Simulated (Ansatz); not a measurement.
# PF (quintet): the correlation ladder, def2-QZVPP

The task here is to estimate one member of a computed series from the others.

Computed with Ansatz 0.2.0, Gaussian basis. Level: def2-QZVPP, core rule «outside noble gas», up to 6 orbitals frozen.

Plan: UHF; ROHF; CCSD(T) on UHF.

2 further runs of the same task are left out: 2 set aside as unsound or not needed.

## What is computed

The geometry is a PBE0/def2-TZVP stationary point (not a proven minimum) of the parent state, kept for this charge and spin.

2 atoms, charge 0, spin multiplicity 5.

Atoms are counted from 1 here; the program's logs count them from 0.

Bond lengths: F1–P2 1.593 Å.

The first run:

in.yaml reads:

```yaml
crystal:
  periodic: [false, false, false]
  atoms:
    - {symbol: F, position_ang: [0.000000, 0.000000, 0.000000]}
    - {symbol: P, position_ang: [0.000000, 0.000000, 1.593400]}
basis:
  gaussian: {orbitals: "def2-QZVPP.json"}
magnetization: {spin_polarized: true, initial_magnetization: 4}
hamiltonian: {xc: hf}
output: {orbitals: {seedname: orbitals}}
```

On the command line:

```bash
> ansatz run in.yaml --threads 1 --pin off --events-out ev --progress --plain --max-ram 2393MiB
```

Among the steps run: UHF; ROHF; CCSD(T) on UHF.

One table of the session follows, with a row left open; its other results are not shown here.

It belongs to the step «Misses and costs». 

```
  method  from UCCSD(T) (meV)
    ROHF             +10260.1
     UHF             +10120.4
    UMP2               +606.2
   UCCSD                    ?
UCCSD(T)                    0
```

Q: Estimate the row for UCCSD from the others.

**Answer.** from UCCSD(T) (meV): +370.4. In the column «from UCCSD(T) (meV)» it lies between UCCSD(T) (0) and UMP2 (+606.2).
